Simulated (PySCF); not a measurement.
A complex of hydrogen sulfide and phosphine

A gas-phase complex of hydrogen sulfide and phosphine; neutral, singlet. The structure comes from a short search (a few tight-binding starts) and was relaxed by PBE0-D3(BJ)/def2-SVPD; another way of binding may lie lower. No frequency run checks that it is a minimum.

```
part              name  SMILES  atoms  charge  multiplicity
   1  hydrogen sulfide       S    1–3       0             1
   2         phosphine       P    4–7       0             1
```

Coordinates in Å:
```
S1      0.667    0.351   -0.181
H2     -0.675    0.259   -0.005
H3      0.874   -0.895    0.294
P4     -3.370    0.130    0.274
H5     -4.048    1.308   -0.159
H6     -4.227   -0.752   -0.448
H7     -4.112    0.026    1.487
```

Contacts between parts, classed by geometry: H2···P4 2.713 Å (hydrogen bond, 178°).

Interaction energies are complex less parts, with the parts frozen as they stand in it; counterpoise-corrected, in kcal/mol (PySCF). The CCSD(T) estimate is Hartree-Fock/aug-cc-pVTZ, plus the MP2 correlation part extrapolated as X⁻³ from aug-cc-pVDZ and aug-cc-pVTZ, plus CCSD(T) less MP2 in aug-cc-pVDZ; noble-gas cores are frozen. It isn't the exact limit.

Q: Give the interaction energy at each level run.

A: 
```csv
level,interaction,superposition error removed
Hartree-Fock/aug-cc-pVTZ,0.76,-
MP2/aug-cc-pVTZ,-1.47,-0.34
"CCSD(T), estimated basis limit",-1.29,-
```

Q: What holds them together? Decompose the MP2/aug-cc-pVTZ energy: frozen parts, their antisymmetrised product, then relaxation.

A: electrostatic -3.3, Pauli repulsion +5.5, orbital relaxation -1.5, correlation -2.5 kcal/mol, which sum to the value before the counterpoise correction, the first three by Hartree-Fock. Of the attraction, 45 % is electrostatic, 34 % is correlation, 21 % is orbital relaxation.

The orbital and correlation terms together hold the superposition error of 0.3 kcal/mol.
